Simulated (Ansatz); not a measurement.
**How far each method lies from RCCSDT(Q) for H3Ge–NH2, singlet**

Geometry: displaced at random from a stationary point.

```xyz
7

Ge   -0.0074    0.0019    0.3183
N     0.0950   -0.0142   -1.5334
H     0.7598   -1.2211    0.7519
H     0.6570    1.2485    0.7817
H    -1.5479   -0.0016    0.8040
H    -0.3504   -0.8327   -1.9889
H    -0.3046    0.8670   -1.9814
```

Basis cc-pVDZ; Ansatz 0.2.0. Only valence electrons are correlated (noble-gas cores and the filled d shells of p-block atoms frozen), which leaves 14 electrons in 51 orbitals. R marks a restricted (for open shells ROHF) determinant. Active spaces: frontier = (8e, 8o) about the gap. No spin–orbit coupling is included, and no scalar relativity.

Full CI isn't at hand for all of this; RCCSDT(Q) serves as the reference, and is uncertain by about the last step of the cluster series.

- UHF ⟨S²⟩: 0.000
- T1 diagnostic (RCCSD): 0.0102
- largest doubles amplitude (RCCSD): 0.030

| level | E − E(RHF) (eV) |
| --- | --- |
| RMP2 | -7.6915 |
| RCCSD | -8.6170 |
| RCCSD(T) | -8.8160 |

(1) Estimate how far RCCSDT(Q) in cc-pVDZ lies from RCCSD(T). The table doesn't fix it; the size of (T) and the diagnostics are the guide.

(1) RCCSDT(Q) in cc-pVDZ lies 3.4 kJ/mol below RCCSD(T), which is 18 % of the (T) step (-19.2 kJ/mol). The diagnostics are small and one determinant leads, so the series closes fast and only a small part of (T) is left.

The other levels:

```
                    level  E − E(RCCSDT(Q)) (kJ/mol)  share of correlation (%)  wall time
                  BCCD(T)                        3.4                     99.61      1.6 s
                   RCCSDT                        1.6                     99.81          –
  CASSCF (frontier space)                      560.0                     34.42          –
  MRCISD (frontier space)                       44.4                     94.80          –
MRCISD+Q (frontier space)                        2.5                     99.71       27 s
```

The correlation energy at RCCSDT(Q), counted from RHF, is -8.852 eV. That run took 57 s on 1 thread of Arm Neoverse V1, shared host.

Times hold each run's SCF and search for its determinant on a shared host, so for small cases they say little of a method's own cost; they ran on 1 thread of Arm Neoverse V1.
